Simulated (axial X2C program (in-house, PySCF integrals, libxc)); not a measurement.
The numbers below are computed, except where a source is named.
SiN⁺: input and output

Program: an in-house all-electron X2C program for linear molecules (integrals from PySCF).

Input file and command:
```json
{"zs": [14, 7], "q": 1, "bas": ["dyall-v3z", "dyall-av3z"], "levels": ["PBE0", "HF", "BHandHLYP"], "cc": true, "r0": 1.67, "thr": -2.0, "nmax": 90, "npts": 10, "nst": 2, "ntry": 6}
```
```bash
python so2c.py task.json out
```

Keys: zs atomic numbers; q charge; bas basis sets; levels methods; cc coupled cluster on or off; r0 starting distance in Å; thr threshold in hartree for freezing inner shells (an s shell follows its p shell); nmax most natural virtual spinors; npts points on the curve; nst determinants followed; ntry starts of the search. HF also brings MP2.

Output of the HF step, two-component, at R = 1.801 Å for the state Ω = 1. It starts from PBE0 orbitals of this distance.

```
two-component X2C + atomic mean field  HF
basis functions 103  fitting functions 589  grid points 4356
iter        total energy     max residual
   1       -343.593132377     6.97e-02
   2       -343.606852803     6.35e-03
   3       -343.607854558     3.62e-03
   4       -343.608087006     2.01e-03
   5       -343.608167482     1.05e-03
   6       -343.608198698     4.55e-04
   7       -343.608202984     1.35e-04
   8       -343.608203577     7.07e-05
   9       -343.608203777     1.49e-05
  10       -343.608203798     9.59e-06
  11       -343.608203813     9.16e-06
  12       -343.608203830     8.60e-06
  13       -343.608203872     7.43e-06
  14       -343.608203950     5.50e-06
  15       -343.608203960     4.30e-06
  16       -343.608203962     3.19e-06
  17       -343.608203964     9.16e-07
converged
one-electron -526.33980956  Coulomb 180.71753133  exact exchange -26.74115434  xc functional 0.00000000  nuclear repulsion 28.79476217  atomic mean-field constant -0.03953356
correlated 8  virtual 170  natural virtual 90  E(MP2) -0.192541765  MP2 remainder -0.003584970
iter   CCSD correlation   residual
   1     -0.209518510   1.21e-01
   2     -0.219093648   5.30e-02
   3     -0.220309823   1.80e-02
   4     -0.220411621   7.09e-03
   5     -0.220495302   2.80e-03
   6     -0.220505680   1.24e-03
   7     -0.220510307   4.35e-04
   8     -0.220516261   1.45e-04
   9     -0.220515225   7.40e-05
  10     -0.220515255   4.83e-05
  11     -0.220514584   2.99e-05
  12     -0.220514607   1.91e-05
  13     -0.220514656   1.26e-05
  14     -0.220514734   7.65e-06
  15     -0.220514764   4.45e-06
  16     -0.220514742   2.55e-06
  17     -0.220514729   1.36e-06
(T) -0.008122707  T1 0.0314  D1 0.0538  max T2 0.071
```
Energies are in hartree; totals compare only within one Hamiltonian and basis. T1 in the output is the amplitude norm over the root of the electron number; divide by √2 for the Lee–Taylor value. The determinant is spin-polarised beyond a pure state at some levels (its spin-free form has ⟨S²⟩ too high), which makes Re and μ there less reliable.
